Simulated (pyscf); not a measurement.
PySCF, gas phase, ωB97X-D3(BJ)/def2-SVP geometries.

Q: HO–Zr(OH)(Cl)–Cl (SMILES [OH][Zr]([OH])([Cl])[Cl]) + NH₃ (SMILES N) -> H₂O (SMILES O) + H₂N–Zr(OH)(Cl)–Cl (SMILES [NH2][Zr]([OH])([Cl])[Cl])
Surface: singlet. Broken: O–Zr, H–N. Formed: H–O, N–Zr. Give ΔE‡ and ΔE from ωB97M-D3(BJ)/def2-TZVP, relative to the separated reactants.

A: ΔE‡ = 9.3 kcal/mol, ΔE = +16.3 kcal/mol. Zero-point energy shifts the barrier by -0.2 kcal/mol. It is a four-centre exchange, with an imaginary mode of 740i cm⁻¹. On the reactant side the descent ends in an adduct with a N–Zr contact, 22.8 kcal/mol under the separated species and 29.5 kcal/mol under the saddle at ωB97X-D3(BJ)/def2-TZVP. On the product side the descent ends in an adduct with a O–Zr contact, 14.7 kcal/mol under the separated species and 5.7 kcal/mol under the saddle at ωB97X-D3(BJ)/def2-TZVP. At ωB97M-D3(BJ) the saddle lies under the separated products, which points to a path from their complex (located at ωB97X-D3(BJ) alone), and parting the products costs more than the saddle. What is counted as formed (N–Zr) is already present as a longer contact in the reactant adduct; forming that adduct is a step of its own. What is counted as broken (O–Zr) persists as a longer contact in the product adduct; parting that adduct is a step of its own. At ωB97X-D3(BJ)/def2-TZVP the barrier from the zero used here is 6.7 kcal/mol. This is the saddle that the search found; another between the same sides may lie lower. Elements past Kr carry the def2 core potentials, without spin-orbit coupling.
